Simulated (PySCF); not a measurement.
# C3H2Cl2: the cost of one run

Computed with PySCF 2.14.0 and routines of our own; the level stands in each step. Atoms count from 0.

### 1 The starting structure

7 atoms, charge 0, multiplicity 1; geometry from: GFN2-xTB.

### 2 Relaxing the molecule at PBE0-D3(BJ)/def2-TZVP

The job: settings as JSON, then the geometry in Å.

```
{"job": {"xc": "PBE0", "basis": "def2-TZVP", "d3": "d3bj", "grid": 2, "kind": "geom"}, "charge": 0, "multiplicity": 1}
Cl    -2.362071    -0.842462     0.716204
C     -1.276796     0.162894    -0.187404
C      0.005970     0.144997    -0.002633
C      1.286348     0.062127     0.181345
Cl     2.291381    -1.010583    -0.737328
H     -1.775002     0.819521    -0.883521
H      1.833504     0.668411     0.886259
```

On the command line:

```
$ OMP_NUM_THREADS=1 python excited_run.py task.json out
```

One launch serves the whole session: the jobs run in the order shown.

**Question.** How long does this first job take on 1 thread of Arm Neoverse V2, shared host, and how much memory does it need?

About 29 s, with a peak of 0.69 GiB.
